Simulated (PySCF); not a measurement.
Electrostatic potential from atomic charges

Species: `C/C=C(/F)CCl`. Coordinates (GFN2-xTB, Å) and charges (e) from the PBE0/pcSseg-1 density (PySCF):

| atom | x | y | z | Mulliken | IAO | Hirshfeld | ESP-fitted |
| --- | --- | --- | --- | --- | --- | --- | --- |
| C1 | 1.545 | -0.475 | -0.105 | -0.2074 | -0.4226 | -0.1136 | -0.2422 |
| C2 | 0.716 | 0.758 | -0.176 | -0.2430 | -0.1775 | -0.0615 | -0.2203 |
| C3 | -0.606 | 0.800 | -0.101 | +0.2250 | +0.2628 | +0.0694 | +0.2471 |
| F4 | -1.224 | 2.009 | -0.173 | -0.2889 | -0.2821 | -0.0956 | -0.1950 |
| C5 | -1.568 | -0.326 | 0.062 | -0.2257 | -0.2661 | -0.0367 | -0.3581 |
| Cl6 | -1.486 | -1.005 | 1.728 | -0.1444 | -0.1105 | -0.0702 | -0.1170 |
| H7 | 2.108 | -0.593 | -1.031 | +0.1329 | +0.1558 | +0.0494 | +0.1009 |
| H8 | 2.265 | -0.385 | 0.707 | +0.1381 | +0.1616 | +0.0529 | +0.1164 |
| H9 | 0.942 | -1.360 | 0.062 | +0.1242 | +0.1482 | +0.0382 | +0.0898 |
| H10 | 1.246 | 1.692 | -0.295 | +0.1229 | +0.1661 | +0.0522 | +0.1573 |
| H11 | -1.351 | -1.149 | -0.618 | +0.1819 | +0.1762 | +0.0575 | +0.2004 |
| H12 | -2.586 | 0.032 | -0.084 | +0.1844 | +0.1880 | +0.0581 | +0.2207 |

Points outside the species (Å): A (0.8, 3.7, 4.6); B (-5.5, 4.4, 1.2); C (0.1, 5.9, -1.0).

Question: Find the potential V = 14.3996 V·Å × Σ q/r of each set of charges at these points.

Answer: In volts:

```
point  nearest atom  distance (Å)  Mulliken     IAO  Hirshfeld  ESP-fitted
    A           H10          5.31    -0.194  -0.141     -0.058      -0.123
    B            F4          5.09    -0.223  -0.172     -0.059      -0.105
    C            F4          4.19    -0.279  -0.184     -0.064      -0.100
```

Question: How far are the other sets from the ESP-fitted one at these points?

Answer: Root-mean-square difference: Hirshfeld 0.050 V, IAO 0.063 V, Mulliken 0.130 V. The ESP scheme fits charges at the nuclei, held to the total charge, to the electrostatic potential on points at 1.4 to 2.0 times the van der Waals radii.

Question: What energy would a point charge of +2 e have at A in the field of the ESP charges, leaving out polarisation?

Answer: -0.245 eV = -23.7 kJ/mol, an attraction.

Isolated species at its GFN2-xTB geometry (one conformer only).

These values come from a run that also computed NMR shieldings. Time: 15 s wall. Hardware: an x86-64 server with one thread (shared host).

Shape of the structure used: `[CH3:1]/[CH:2]=[C:3](/[F:4])[CH2:5][Cl:6]`: C2–C3–C5–Cl6 72°.
